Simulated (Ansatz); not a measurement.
Hexagonal BN, treated with G0W0@HSE06 (hard PAW, contour deformation; Ansatz, a first-principles code).

The same calculation (at the measured cell, 9.043 Å³/atom) with different numerical settings; throughout: k mesh 3×3×2:

| run | response cutoff (eV) | empty bands | quasiparticle gap on the mesh (eV) | quasiparticle gap at Γ (eV) |
|---|---|---|---|---|
| 1 | 100 | 151 | 6.783 | 8.358 |
| 2 | 150 | 277 | 6.963 | 8.627 |
| 3 | 200 | 427 | 7.050 | 8.758 |
| 4 | 250 | 596 | 7.097 | 8.838 |
| 5 | 300 | 784 | 7.127 | 8.885 |
| 6 | 400 | 1207 | 7.160 | 8.937 |

In the column quasiparticle gap at Γ (eV) the first row differs from the last by -0.579 and the next to last by -0.052.

The last row is no converged limit: other settings stay fixed.

Note: GW on a hybrid start was not checked against another program.
